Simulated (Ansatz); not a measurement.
Basis or method: atomization of HCN

HCN, singlet; coordinates (Å): N 0.000 0.000 1.120; C 0.000 0.000 -0.026; H 0.000 0.000 -1.094. Quantity: atomization.

Ansatz 0.2.0, basis 6-31G or cc-pVDZ; geometries are PBE0/def2-TZVP minima. Wave-function levels freeze the cores; HF, MP2 and coupled cluster are restricted for singlets and unrestricted otherwise, atoms included (their steps beyond CCSDT(Q) come from restricted open-shell runs), Kohn–Sham unrestricted where that lies lower. MRCISD+Q stands on CASSCF in the full valence space, and MRCISD+Q is size-consistent only roughly. The reference is CCSDTQ or full CI (coupled cluster only where its series has nearly closed). Semilocal and hybrid functionals correlate all electrons outside any core potential and usually lie nearer their basis limit than the reference, so part of their error here is the reference's basis and frozen-core error; RPA and the MP2 part of double hybrids freeze the same cores as the reference. None of these values is a measured one. Energies are electronic, without zero-point terms. No spin–orbit coupling and no scalar relativity. The species are chosen: bound, without strong static correlation by their natural occupations or amplitudes, in their lowest spin state as far as vertical gaps and like structures tell, and with a ladder that closes on the reference, so errors are smaller than for species at large; levels whose determinant breaks symmetry or spin markedly are left out.

```json
{"level": "reference", "6-31G (kcal/mol)": "260.9 (full CI)", "cc-pVDZ (kcal/mol)": "282.5 (CCSDTQ)"}
{"level": "CCSD", "6-31G (kcal/mol)": "256.2", "cc-pVDZ (kcal/mol)": "275.6"}
{"level": "CCSD(T)", "6-31G (kcal/mol)": "260.1", "cc-pVDZ (kcal/mol)": "282.0"}
{"level": "CCSDT(Q)", "6-31G (kcal/mol)": "260.9", "cc-pVDZ (kcal/mol)": "282.6"}
{"level": "MRCISD+Q", "6-31G (kcal/mol)": "260.5", "cc-pVDZ (kcal/mol)": "281.1"}
{"level": "PBE", "6-31G (kcal/mol)": "307.4", "cc-pVDZ (kcal/mol)": "319.9"}
{"level": "r2SCAN", "6-31G (kcal/mol)": "286.8", "cc-pVDZ (kcal/mol)": "300.9"}
{"level": "RPA-PBE", "6-31G (kcal/mol)": "242.9", "cc-pVDZ (kcal/mol)": "273.6"}
```

From 6-31G to cc-pVDZ the reference moves by 21.6 kcal/mol and PBE by 12.5; the step from CCSD(T) to the reference is 0.8 in the first and 0.6 in the last.
